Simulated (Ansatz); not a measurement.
# CH₄AlF: one molecule under many settings

Aim: run CH₄AlF under a spread of inputs, and see what each costs and gives.

Method: the settings change from run to run; program: Ansatz 0.2.0, Gaussian basis.

### 1 The relaxed structure

The structure was relaxed beforehand with PBE0-D4 in a triple-zeta def2 set.

7 atoms, charge 0, spin multiplicity 1.

Atoms are counted from 1 here; the program's logs count them from 0.

Bond lengths: F1–C2 1.398 Å, C2–Al3 1.981 Å, C2–H4 1.099 Å, C2–H5 1.099 Å, Al3–H6 1.583 Å, Al3–H7 1.589 Å. Angles: F1–C2–Al3 112.4°, F1–C2–H4 107.7°, F1–C2–H5 107.7°, Al3–C2–H4 111.6°, Al3–C2–H5 111.6°, H4–C2–H5 105.5°, C2–Al3–H6 121.0°, C2–Al3–H7 117.1°, H6–Al3–H7 121.9°.

### 2 SPW92/6-31++G**

Options: atoms shaken by 0.03 Å, a point charge of 2.00 e beside it, relativity set to scalar.

Input file in.yaml:

```yaml
crystal:
  periodic: [false, false, false]
  atoms:
    - {symbol: F, position_ang: [-1.704329, 0.372571, -0.630841]}
    - {symbol: C, position_ang: [-0.627786, -0.474683, -0.511133]}
    - {symbol: Al, position_ang: [0.843782, 0.521887, 0.503667]}
    - {symbol: H, position_ang: [-0.256652, -0.853376, -1.384849]}
    - {symbol: H, position_ang: [-0.896125, -1.408486, 0.073628]}
    - {symbol: H, position_ang: [0.621036, 1.995805, 0.985328]}
    - {symbol: H, position_ang: [2.175953, -0.259716, 0.811127]}
basis:
  gaussian: {orbitals: "6-31++G**", point_charges: [{charge: 2.00, position_ang: [6.995, -0.871, -0.935]}]}
hamiltonian: {xc: {name: SPW92}, pseudopotentials: {relativity: scalar}}
```

Started as:

```
> ansatz run in.yaml --threads 2 --pin off --events-out ev --progress --plain --max-ram 4352MiB
```

The log of the run:

```text
Functional definition: SPW92
  name "SPW92"
  cite "Dirac, Proc. Camb. Phil. Soc. 26, 376 (1930) doi:10.1017/S0305004100016108"
  cite "Slater, Phys. Rev. 81, 385 (1951) doi:10.1103/PhysRev.81.385"
  cite "Perdew & Wang, Phys. Rev. B 45, 13244 (1992) doi:10.1103/PhysRevB.45.13244"
  exchange = slater_x
  correlation = pw_c
825 factors; their error is unknown
mean field evaluation 1: about -10364.0736 eV, gradient 5.2e1 eV
mean field evaluation 2: about -10348.2133 eV, gradient 8.3e1 eV
mean field evaluation 4: about -10370.9275 eV, gradient 6.8e0 eV
mean field evaluation 8: about -10370.9557 eV, gradient 1.5e-1 eV
mean field -10370.95575232 eV, -381.1255942114 hartree, gradient 3.4e-5 eV, S^2 0.000000; 0 other end points of the search recorded, 0 dependent functions left out
reference -10370.95581627 eV, -381.1255965616 hartree; 16, 16 occupied and 69, 69 virtual orbitals, 825 factors
Total energy: -10370.95581627 eV, -381.1255965616 hartree
Relativity: scalar
```

It took 0.55 s on 2 threads of Arm Neoverse V1, shared host.

### 3 SVWN5/aug-pcseg-2

Options: a point charge of -1.00 e beside it, high accuracy.

Input file in.yaml:

```yaml
crystal:
  periodic: [false, false, false]
  atoms:
    - {symbol: F, position_ang: [-1.743907, 0.315967, -0.650387]}
    - {symbol: C, position_ang: [-0.605982, -0.466850, -0.434289]}
    - {symbol: Al, position_ang: [0.816065, 0.518738, 0.529751]}
    - {symbol: H, position_ang: [-0.257224, -0.826606, -1.412127]}
    - {symbol: H, position_ang: [-0.918230, -1.365959, 0.114688]}
    - {symbol: H, position_ang: [0.606993, 2.023542, 0.974641]}
    - {symbol: H, position_ang: [2.163485, -0.266934, 0.832024]}
basis:
  gaussian: {orbitals: aug-pcseg-2, point_charges: [{charge: -1.00, position_ang: [4.927, -0.717, -0.362]}]}
hamiltonian: {xc: {name: SVWN5}}
accuracy: high
output: {forces: true}
```

Launched as before.

The log of the run:

```text
Functional definition: SVWN5
  name "SVWN5"
  cite "Dirac, Proc. Camb. Phil. Soc. 26, 376 (1930) doi:10.1017/S0305004100016108"
  cite "Slater, Phys. Rev. 81, 385 (1951) doi:10.1103/PhysRev.81.385"
  cite "Vosko, Wilk & Nusair, Can. J. Phys. 58, 1200 (1980) doi:10.1139/p80-159"
  exchange = slater_x
  correlation = vwn5_c
3649 factors; integrals over basis functions are off by at most 3.3e-9 eV
mean field evaluation 1: about -10353.5801 eV, gradient 5.5e1 eV
mean field evaluation 2: about -10343.0953 eV, gradient 7.8e1 eV
mean field evaluation 4: about -10360.5709 eV, gradient 3.2e0 eV
mean field evaluation 8: about -10360.5960 eV, gradient 3.4e-1 eV
mean field evaluation 16: about -10360.5962 eV, gradient 1.7e-5 eV
mean field -10360.59616963 eV, -380.7448865695 hartree, gradient 6.8e-9 eV, S^2 0.000000; 0 other end points of the search recorded, 0 dependent functions left out
the calculation of the forces begins
reference -10360.59617643 eV, -380.7448868194 hartree; 16, 16 occupied and 218, 218 virtual orbitals, 3649 factors
Total energy: -10360.59617643 eV, -380.7448868194 hartree
Atom 0 at    -1.743907     0.315967    -0.650387 Å, force    -0.294534     0.057321    -0.085279 eV/Å
Atom 1 at    -0.605982    -0.466850    -0.434289 Å, force     0.072121     0.508859     0.196790 eV/Å
Atom 2 at     0.816065     0.518738     0.529751 Å, force     0.549927    -0.429392    -0.157204 eV/Å
Atom 3 at    -0.257224    -0.826606    -1.412127 Å, force     0.161499    -0.086539    -0.236041 eV/Å
Atom 4 at    -0.918230    -1.365959     0.114688 Å, force    -0.060728    -0.259588     0.176603 eV/Å
Atom 5 at     0.606993     2.023542     0.974641 Å, force    -0.233100     0.208710     0.013405 eV/Å
Atom 6 at     2.163485    -0.266934     0.832024 Å, force    -0.076644    -0.039833     0.105412 eV/Å
Dipole moment:     0.551275    -0.274929     0.001360 e Å
```

Wall time 19 s (2 threads of Arm Neoverse V1, shared host); peak memory 1.3 GiB.

Largest force 0.715 eV/Å, dipole 2.96 D.

### 4 PBE0/cc-pVTZ

Set apart from the defaults: multiplicity 3, restricted open-shell orbitals.

in.yaml: that of step 3 with these lines changed.

```diff
@@ -11,5 +11,5 @@
 basis:
-  gaussian: {orbitals: aug-pcseg-2, point_charges: [{charge: -1.00, position_ang: [4.927, -0.717, -0.362]}]}
-hamiltonian: {xc: {name: SVWN5}}
-accuracy: high
+  gaussian: {orbitals: cc-pVTZ}
+magnetization: {spin_polarized: false, initial_magnetization: 2}
+hamiltonian: {xc: {name: PBE0}}
 output: {forces: true}
```

Launched as before.

The log of the run:

```text
Functional definition: PBE0
  name "PBE0"
  cite "Adamo & Barone, J. Chem. Phys. 110, 6158 (1999) doi:10.1063/1.478522"
  cite "Perdew, Burke & Ernzerhof, Phys. Rev. Lett. 77, 3865 (1996) doi:10.1103/PhysRevLett.77.3865"
  parent pbe
  parameter a = 0.25
  parameter kappa = 0.804
  parameter beta = 0.06672455060314922
  exchange = (1 - a)*pbe_x(kappa = kappa, mu = beta*pi^2/3) + a*exact_x
  correlation = pbe_c(beta = beta)
844 factors; their error is unknown
mean field evaluation 1: about -10401.6659 eV, gradient 3.4e1 eV
mean field evaluation 2: about -10395.5777 eV, gradient 5.2e1 eV
mean field evaluation 4: about -10403.3849 eV, gradient 1.8e1 eV
mean field evaluation 8: about -10404.8423 eV, gradient 1.8e0 eV
mean field evaluation 16: about -10404.8657 eV, gradient 2.2e-2 eV
mean field evaluation 32: about -10404.8795 eV, gradient 1.7e-5 eV
mean field -10404.87947472 eV, -382.3722680154 hartree, gradient 1.6e-5 eV, S^2 2.000000; 5 other end points of the search recorded, 0 dependent functions left out
the calculation of the forces begins
reference -10404.87950816 eV, -382.3722692442 hartree; 17, 15 occupied and 133, 135 virtual orbitals, 844 factors
Total energy: -10404.87950816 eV, -382.3722692442 hartree
Atom 0 at    -1.743907     0.315967    -0.650387 Å, force     2.116610    -0.923052     0.590096 eV/Å
Atom 1 at    -0.605982    -0.466850    -0.434289 Å, force    -4.281390    -1.469688    -2.371918 eV/Å
Atom 2 at     0.816065     0.518738     0.529751 Å, force     1.963414     1.721643     1.457218 eV/Å
Atom 3 at    -0.257224    -0.826606    -1.412127 Å, force     0.561149     0.752798    -0.006115 eV/Å
Atom 4 at    -0.918230    -1.365959     0.114688 Å, force     0.218645     0.476470     0.778082 eV/Å
Atom 5 at     0.606993     2.023542     0.974641 Å, force    -0.523266     0.120235    -0.181775 eV/Å
Atom 6 at     2.163485    -0.266934     0.832024 Å, force    -0.055161    -0.678405    -0.265587 eV/Å
Dipole moment:    -0.343029    -0.579731    -0.353177 e Å
```

Run time: 7 s. Hardware: 2 threads of Arm Neoverse V1, shared host.

Largest force 5.110 eV/Å, dipole 3.65 D.

### 5 r2SCAN50/def2-SVPD

This run has multiplicity 3, finite nuclei.

in.yaml: that of step 4 with these lines changed.

```diff
@@ -11,5 +11,4 @@
 basis:
-  gaussian: {orbitals: cc-pVTZ}
-magnetization: {spin_polarized: false, initial_magnetization: 2}
-hamiltonian: {xc: {name: PBE0}}
-output: {forces: true}
+  gaussian: {orbitals: def2-SVPD, nuclear_model: gaussian}
+magnetization: {spin_polarized: true, initial_magnetization: 2}
+hamiltonian: {xc: {name: r2SCAN50}}
```

Same command.

The log of the run:

```text
Functional definition: r2SCAN50
  name "r2SCAN50"
  cite "Bursch, Neugebauer, Ehlert & Grimme, J. Chem. Phys. 156, 134105 (2022) doi:10.1063/5.0086040"
  cite "Furness, Kaplan, Ning, Perdew & Sun, J. Phys. Chem. Lett. 11, 8208 (2020) doi:10.1021/acs.jpclett.0c02405"
  cite "Furness, Kaplan, Ning, Perdew & Sun, J. Phys. Chem. Lett. 11, 9248 (2020) doi:10.1021/acs.jpclett.0c03077"
  parent r2scan
  parameter a = 0.5
  parameter k0 = 0.174
  parameter k1 = 0.065
  parameter a1 = 4.9479
  exchange = (1 - a)*r2scan_x(k0 = k0, k1 = k1, a1 = a1) + a*exact_x
  correlation = r2scan_c
903 factors; their error is unknown
mean field evaluation 1: about -10400.6804 eV, gradient 1.0e1 eV
mean field evaluation 2: about -10401.2242 eV, gradient 5.3e0 eV
mean field evaluation 4: about -10401.3620 eV, gradient 6.2e-1 eV
mean field evaluation 8: about -10401.5673 eV, gradient 4.6e-2 eV
mean field evaluation 16: about -10401.5677 eV, gradient 4.8e-3 eV
mean field evaluation 32: about -10400.9373 eV, gradient 6.5e0 eV
mean field -10401.56770619 eV, -382.2505627668 hartree, gradient 1.7e-5 eV, S^2 2.010275; 2 other end points of the search recorded, 0 dependent functions left out
reference -10401.56771648 eV, -382.2505631449 hartree; 17, 15 occupied and 82, 84 virtual orbitals, 903 factors
Total energy: -10401.56771648 eV, -382.2505631449 hartree
```

It took 11 s on 2 threads of Arm Neoverse V1, shared host.

⟨S²⟩ 2.010.

### 6 wB97/ANO-RCC-VTZP

Set apart from the defaults: charge -1, multiplicity 2.

in.yaml: that of step 5 with these lines changed.

```diff
@@ -11,4 +11,5 @@
 basis:
-  gaussian: {orbitals: def2-SVPD, nuclear_model: gaussian}
-magnetization: {spin_polarized: true, initial_magnetization: 2}
-hamiltonian: {xc: {name: r2SCAN50}}
+  gaussian: {orbitals: ANO-RCC-VTZP}
+total_charge: -1
+magnetization: {spin_polarized: true, initial_magnetization: 1}
+hamiltonian: {xc: {name: wB97}}
```

Same command.

The log of the run:

```text
Functional definition: wB97
  name "wB97"
  cite "Chai & Head-Gordon, J. Chem. Phys. 128, 084106 (2008) doi:10.1063/1.2834918"
  cite "Becke, J. Chem. Phys. 107, 8554 (1997) doi:10.1063/1.475007"
  parameter omega = 0.4/bohr
  parameter cx1 = 1.13116
  parameter cx2 = -2.74915
  parameter cx3 = 12.0900
  parameter cx4 = -5.71642
  parameter css1 = -2.55352
  parameter css2 = 11.8926
  parameter css3 = -26.9452
  parameter css4 = 17.0927
  parameter cos1 = 3.99051
  parameter cos2 = -17.0066
  parameter cos3 = 1.07292
  parameter cos4 = 8.88211
  # The coefficients of nought are those of the uniform gas.
  exchange = spin_sum(e_x_unif_sr(omega)*poly(b97_u_x, 1, cx1, cx2, cx3, cx4)) + exact_x_lr(omega)
  correlation = spin_sum(e_c_pw_same_spin*poly(b97_u_same, 1, css1, css2, css3, css4))
      + integral(e_c_pw_opposite_spin*poly(b97_u_opposite, 1, cos1, cos2, cos3, cos4))
1027 factors; their error is unknown
374 factors; integrals over basis functions are off by at most 5.0e-5 eV
mean field evaluation 1: about -10428.2462 eV, gradient 2.5e1 eV
mean field evaluation 2: about -10429.1137 eV, gradient 2.6e1 eV
mean field evaluation 4: about -10430.8217 eV, gradient 1.1e0 eV
mean field evaluation 8: about -10430.8076 eV, gradient 1.4e-1 eV
mean field evaluation 16: about -10430.8077 eV, gradient 2.3e-4 eV
mean field -10430.80773218 eV, -383.3251139023 hartree, gradient 4.9e-5 eV, S^2 0.752929; 2 other end points of the search recorded, 0 dependent functions left out
reference -10430.80773022 eV, -383.3251138300 hartree; 17, 16 occupied and 133, 134 virtual orbitals, 1027 factors
Total energy: -10430.80773022 eV, -383.3251138300 hartree
Relativity: scalar
```

It took 15 s on 2 threads of Arm Neoverse V1, shared host.

⟨S²⟩ 0.753.

### 7 r2SCANh/aug-cc-pVDZ

Options: D3(BJ) with three-body dispersion.

in.yaml: that of step 6 with these lines changed.

```diff
@@ -11,5 +11,3 @@
 basis:
-  gaussian: {orbitals: ANO-RCC-VTZP}
-total_charge: -1
-magnetization: {spin_polarized: true, initial_magnetization: 1}
-hamiltonian: {xc: {name: wB97}}
+  gaussian: {orbitals: aug-cc-pVDZ}
+hamiltonian: {xc: {name: r2SCANh}, dispersion: d3bjatm}
```

The command is unchanged.

The log of the run:

```text
Functional definition: r2SCANh
  name "r2SCANh"
  cite "Bursch, Neugebauer, Ehlert & Grimme, J. Chem. Phys. 156, 134105 (2022) doi:10.1063/5.0086040"
  cite "Furness, Kaplan, Ning, Perdew & Sun, J. Phys. Chem. Lett. 11, 8208 (2020) doi:10.1021/acs.jpclett.0c02405"
  cite "Furness, Kaplan, Ning, Perdew & Sun, J. Phys. Chem. Lett. 11, 9248 (2020) doi:10.1021/acs.jpclett.0c03077"
  parent r2scan
  parameter a = 0.1
  parameter k0 = 0.174
  parameter k1 = 0.065
  parameter a1 = 4.9479
  exchange = (1 - a)*r2scan_x(k0 = k0, k1 = k1, a1 = a1) + a*exact_x
  correlation = r2scan_c
1004 factors; their error is unknown
mean field evaluation 1: about -10408.5489 eV, gradient 4.0e1 eV
mean field evaluation 2: about -10407.0574 eV, gradient 4.6e1 eV
mean field evaluation 4: about -10412.4656 eV, gradient 8.5e-1 eV
mean field evaluation 8: about -10412.4689 eV, gradient 3.4e-2 eV
mean field -10412.46892596 eV, -382.6511752042 hartree, gradient 2.8e-5 eV, S^2 0.000000; 0 other end points of the search recorded, 0 dependent functions left out
reference -10412.46894534 eV, -382.6511759164 hartree; 16, 16 occupied and 93, 93 virtual orbitals, 1004 factors
Total energy: -10412.49312265 eV, -382.6520644161 hartree
```

Wall time 2.7 s (2 threads of Arm Neoverse V1, shared host).

### 8 RPA/6-31G

Options: the search for lower states set to off.

in.yaml: that of step 7 with these lines changed.

```diff
@@ -11,3 +11,5 @@
 basis:
-  gaussian: {orbitals: aug-cc-pVDZ}
-hamiltonian: {xc: {name: r2SCANh}, dispersion: d3bjatm}
+  gaussian: {orbitals: 6-31G}
+hamiltonian: {xc: {name: r2SCAN}}
+correlation: {method: rpa}
+scf: {lower_state_search: off}
```

Launched as before.

The log of the run:

```text
Functional definition: r2SCAN
  name "r2SCAN"
  cite "Furness, Kaplan, Ning, Perdew & Sun, J. Phys. Chem. Lett. 11, 8208 (2020) doi:10.1021/acs.jpclett.0c02405"
  cite "Furness, Kaplan, Ning, Perdew & Sun, J. Phys. Chem. Lett. 11, 9248 (2020) doi:10.1021/acs.jpclett.0c03077"
  parent r2scan
  parameter k0 = 0.174
  parameter k1 = 0.065
  parameter a1 = 4.9479
  exchange = r2scan_x(k0 = k0, k1 = k1, a1 = a1)
  correlation = r2scan_c
these checks for a lower state are left out or cut short: stability, starts, cluster_reference, orbital_swaps, neighbouring_geometries, increment
468 factors; integrals over basis functions are off by at most 2.0e-4 eV
mean field evaluation 1: about -10407.8667 eV, gradient 3.2e1 eV
mean field evaluation 2: about -10407.8562 eV, gradient 3.2e1 eV
mean field evaluation 4: about -10410.3158 eV, gradient 3.0e0 eV
mean field evaluation 8: about -10410.3493 eV, gradient 1.0e-1 eV
mean field evaluation 16: about -10410.3494 eV, gradient 5.2e-6 eV
mean field -10410.34936687 eV, -382.5732828441 hartree, gradient 5.2e-6 eV, S^2 0.000000; 0 other end points of the search recorded, 0 dependent functions left out
7 core orbitals not correlated: weight in the atoms' cores, before any rotation towards them, 1.000 or more for the frozen orbitals, at most 0.000 for the correlated occupied ones
reference -10378.91933045 eV, -381.4182503099 hartree; 9, 9 occupied and 23, 23 virtual orbitals, 468 factors
Total energy: -10389.58762265 eV, -381.8103028169 hartree
Checks for a lower state left out: stability, starts, cluster_reference, orbital_swaps, neighbouring_geometries, increment
```

It took 1 s on 2 threads of Arm Neoverse V1, shared host.

### 9 B97/def2-mTZVP

in.yaml: that of step 8 with these lines changed.

```diff
@@ -11,5 +11,3 @@
 basis:
-  gaussian: {orbitals: 6-31G}
-hamiltonian: {xc: {name: r2SCAN}}
-correlation: {method: rpa}
-scf: {lower_state_search: off}
+  gaussian: {orbitals: def2-mTZVP}
+hamiltonian: {xc: {name: B97}}
```

Launched as before.

The log of the run:

```text
Functional definition: B97
  name "B97"
  cite "Becke, J. Chem. Phys. 107, 8554 (1997) doi:10.1063/1.475007"
  parameter cx = 0.1943
  parameter cx0 = 0.8094
  parameter cx1 = 0.5073
  parameter cx2 = 0.7481
  parameter css0 = 0.1737
  parameter css1 = 2.3487
  parameter css2 = -2.4868
  parameter cos0 = 0.9454
  parameter cos1 = 0.7471
  parameter cos2 = -4.5961
  exchange = spin_sum(e_x_unif_s*poly(b97_u_x, cx0, cx1, cx2)) + cx*exact_x
  correlation = spin_sum(e_c_pw_same_spin*poly(b97_u_same, css0, css1, css2))
      + integral(e_c_pw_opposite_spin*poly(b97_u_opposite, cos0, cos1, cos2))
751 factors; their error is unknown
mean field evaluation 1: about -10411.0027 eV, gradient 3.9e1 eV
mean field evaluation 2: about -10409.9222 eV, gradient 4.4e1 eV
mean field evaluation 4: about -10414.3104 eV, gradient 1.7e0 eV
mean field evaluation 8: about -10414.3409 eV, gradient 3.4e-2 eV
mean field -10414.34086274 eV, -382.7199676121 hartree, gradient 2.8e-5 eV, S^2 0.000000; 0 other end points of the search recorded, 0 dependent functions left out
reference -10414.34088839 eV, -382.7199685546 hartree; 16, 16 occupied and 56, 56 virtual orbitals, 751 factors
Total energy: -10414.34088839 eV, -382.7199685546 hartree
```

Run time: 1.8 s. Hardware: 2 threads of Arm Neoverse V1, shared host.

### 10 wB97M-V/cc-pVDZ

Set apart from the defaults: multiplicity 3.

in.yaml: that of step 9 with these lines changed.

```diff
@@ -11,3 +11,4 @@
 basis:
-  gaussian: {orbitals: def2-mTZVP}
-hamiltonian: {xc: {name: B97}}
+  gaussian: {orbitals: cc-pVDZ}
+magnetization: {spin_polarized: true, initial_magnetization: 2}
+hamiltonian: {xc: {name: wB97M-V}}
```

Launched as before.

The log of the run:

```text
Functional definition: wB97M-V
  name "wB97M-V"
  cite "Mardirossian & Head-Gordon, J. Chem. Phys. 144, 214110 (2016) doi:10.1063/1.4952647"
  cite "Becke, J. Chem. Phys. 107, 8554 (1997) doi:10.1063/1.475007"
  cite "Vydrov & Van Voorhis, J. Chem. Phys. 133, 244103 (2010) doi:10.1063/1.3521275"
  # Of w^i u^j: cxij and so on, Table III.
  parameter omega = 0.3/bohr
  parameter cx = 0.15
  parameter cx01 = 1.007
  parameter cx10 = 0.259
  parameter css00 = 0.443
  parameter css04 = -1.437
  parameter css10 = -4.535
  parameter css20 = -3.390
  parameter css43 = 4.278
  parameter cos00 = 1.000
  parameter cos10 = 1.358
  parameter cos20 = 2.924
  parameter cos21 = -8.812
  parameter cos60 = -1.390
  parameter cos61 = 9.142
  parameter b = 6.0
  parameter c = 0.01
  gx(w, u) = 1 - cx + cx01*u + cx10*w
  gss(w, u) = css00 + css04*u^4 + css10*w + css20*w^2 + css43*w^4*u^3
  gos(w, u) = cos00 + cos10*w + (cos20 + cos21*u)*w^2 + (cos60 + cos61*u)*w^6
  exchange = spin_sum(e_x_unif_sr(omega)*gx(b97_w, b97_u_x)) + cx*exact_x_sr(omega) + exact_x_lr(omega)
  correlation = spin_sum(e_c_pw_mod_same_spin*gss(b97_w, b97_u_same))
      + integral(e_c_pw_mod_opposite_spin*gos(b97_w_opposite, b97_u_opposite)) + vv10(b, c)
612 factors; integrals over basis functions are off by at most 9.9e-4 eV
207 factors; integrals over basis functions are off by at most 1.0e-5 eV
mean field evaluation 1: about -10407.3003 eV, gradient 9.5e0 eV
mean field evaluation 2: about -10407.8339 eV, gradient 4.6e0 eV
mean field evaluation 4: about -10407.9311 eV, gradient 4.8e-1 eV
mean field evaluation 8: about -10408.0099 eV, gradient 1.5e-1 eV
mean field evaluation 16: about -10408.0105 eV, gradient 8.8e-4 eV
mean field evaluation 32: about -10407.3664 eV, gradient 6.9e0 eV
mean field -10408.01051848 eV, -382.4873317512 hartree, gradient 2.6e-5 eV, S^2 2.002993; 2 other end points of the search recorded, 0 dependent functions left out
reference -10408.01056328 eV, -382.4873333976 hartree; 17, 15 occupied and 49, 51 virtual orbitals, 612 factors
Total energy: -10408.01056328 eV, -382.4873333976 hartree
```

It took 10 s on 2 threads of Arm Neoverse V1, shared host.

⟨S²⟩ 2.003.

### 11 The runs in one table

| level | charge | multiplicity | geometry | functions | energy (eV) | time |
| --- | --- | --- | --- | --- | --- | --- |
| SPW92/6-31++G** | 0 | 1 | shaken, point charge | 85 | -10370.956 | 0.55 s |
| SVWN5/aug-pcseg-2 | 0 | 1 | relaxed, point charge | 234 | -10360.596 | 19 s |
| PBE0/cc-pVTZ | 0 | 3 | relaxed | 150 | -10404.880 | 7 s |
| r2SCAN50/def2-SVPD | 0 | 3 | relaxed | 99 | -10401.568 | 11 s |
| wB97/ANO-RCC-VTZP | -1 | 2 | relaxed | 150 | -10430.808 | 15 s |
| r2SCANh/aug-cc-pVDZ | 0 | 1 | relaxed | 109 | -10412.493 | 2.7 s |
| RPA/6-31G | 0 | 1 | relaxed | 39 | -10389.588 | 1 s |
| B97/def2-mTZVP | 0 | 1 | relaxed | 72 | -10414.341 | 1.8 s |
| wB97M-V/cc-pVDZ | 0 | 3 | relaxed | 66 | -10408.011 | 10 s |

### 12 Results

| quantity | value |
| --- | --- |
| runs | 9 |
| quickest | SPW92/6-31++G**, 0.55 s |
| slowest | SVWN5/aug-pcseg-2, 19 s |
| spread of total energies, same state and geometry | 24.8 eV |

In words: Run time spans a factor of 35, from SPW92/6-31++G** to SVWN5/aug-pcseg-2. The jobs differ in tasks and options as well as level. Total energies at one charge and spin differ by 25 eV between levels, so only differences within one level mean anything.
